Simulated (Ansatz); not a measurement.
A nudged elastic band was laid between two geometries of Cl + FH3Si (6 atoms, charge 0, multiplicity 2).

Method: UKS B3LYP/6-31G* in Ansatz.

- movable images: 5
- climbing image: yes
- spring: 5.0 eV/Å²
- optimiser: quadratic models (default)
- start path: through a guess of the saddle point
- force threshold: 0.03 eV/Å
- iteration limit: 60
- end points: relaxed

Initial state:

```xyz
6
Properties=species:S:1:pos:R:3
Si -0.002 0.000 -0.095
F -0.026 0.000 1.525
H 1.409 0.000 -0.554
H -0.699 1.215 -0.582
H -0.699 -1.215 -0.582
Cl 0.019 0.000 4.310
```

Final state:

```xyz
6
Properties=species:S:1:pos:R:3
Si 0.096 0.000 0.005
F 0.778 0.000 1.481
H 1.188 0.000 -0.998
H -0.735 1.219 -0.142
H -0.735 -1.219 -0.142
Cl -0.591 0.000 3.818
```

Q: What changes between the two ends?

A: No bond is made or broken.

Q: What energy profile does the band end with?

A: It converged. The highest image is number 0 of 0 to 6, 0.0 kJ/mol above the first end and 1.5 kJ/mol above the last; the last end lies 1.5 kJ/mol below the first. The highest image is an end point: on this band no image between the ends rises above it.

```
image  path coordinate (Å)  energy (kJ/mol)
    0                 0.00              0.0
    1                 0.11              0.0
    2                 0.38             -0.2
    3                 0.64             -0.5
    4                 0.90             -1.0
    5                 1.17             -1.4
    6                 1.43             -1.5
```

Run time: 3.2 min on 1 thread of Arm Neoverse V2, with other jobs on the host, peak memory 0.15 GiB.
